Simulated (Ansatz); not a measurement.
**Multireference treatment of NO₂ (charge -1), singlet**

Computed with Ansatz's Gaussian-basis code (development build). Basis aug-cc-pVTZ, nonrelativistic, 3 orbitals frozen in the corrections. State-specific CASSCF; RHF is the lowest restricted (open-shell) Hartree–Fock solution met. No symmetry is imposed, so a solution can break that of the shape. The lowest solution met needn't be the lowest there is, nor hold the orbitals that a chemist would pick.

Geometry:

```xyz
3

N     0.0000    0.0000    0.4600
O     0.0000    1.0700   -0.2000
O     0.0000   -1.0700   -0.2000
```

Problem. What do CASSCF and its corrections give against RHF in CAS(4,3), and what are the occupations?

Solution. CASSCF -0.930 eV, SC-NEVPT2 -19.616 eV; occupations 1.98, 1.94, 0.08.

Problem. Roughly how much CPU time does a whole run from the default start take (median of such runs, summed over threads; nearly all runs on one pinned thread of a shared server, mostly Xeon at 2.3 to 2.6 GHz, by a development driver)?

Solution. CAS(4,3): about 86 s. Other jobs ran beside these, and the count of passes differs.
